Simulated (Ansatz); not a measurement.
# Property card for YP2Pd2

These are results of DFT PBEsol, scalar-relativistic, plane waves, PAW in Ansatz 0.2.0, not measurements.

Settings: cutoff 420 eV, Γ-centred mesh 12×12×12 on the computed 5-atom cell, Gaussian smearing of 0.10 eV; no spin polarisation.

The structure is relaxed at this level of theory with its symmetry kept. Whether it is the stable form of this composition wasn't checked.

```cif
data_structure
_symmetry_space_group_name_H-M 'P 1'
_symmetry_Int_Tables_number 1
_cell_length_a 5.6773
_cell_length_b 5.6773
_cell_length_c 5.6773
_cell_angle_alpha 138.289
_cell_angle_beta 138.289
_cell_angle_gamma 60.460
_cell_volume 80.15
loop_
_atom_site_label
_atom_site_type_symbol
_atom_site_fract_x
_atom_site_fract_y
_atom_site_fract_z
_atom_site_occupancy
Y1 Y 0.00000 0.00000 0.00000 1
P1 P 0.38839 0.38839 0.00000 1
P2 P 0.61161 0.61161 0.00000 1
Pd1 Pd 0.75000 0.25000 0.50000 1
Pd2 Pd 0.25000 0.75000 0.50000 1
```

| Property | Result |
| --- | --- |
| Space group | I4/mmm (No. 139) |
| Volume per atom | 16.03 Å³ |
| Formation energy from the elements' standard states (uncorrected) | -1.034 eV/atom |
| Kohn–Sham band gap | none (metal) |
| Density of states at the Fermi level | 1.24 states/eV per cell |
| Löwdin character within 0.5 eV of the Fermi level | P 3p 32 %, Pd 4d 30 %, Y 4d 27 %, unprojected 6 % |
| Bulk modulus | 149 GPa |
| Its pressure derivative | 4.9 |
| Bader charges (e) | Y (1 in the cell) 1.68, P (2 in the cell) -0.48, Pd (2 in the cell) -0.36 |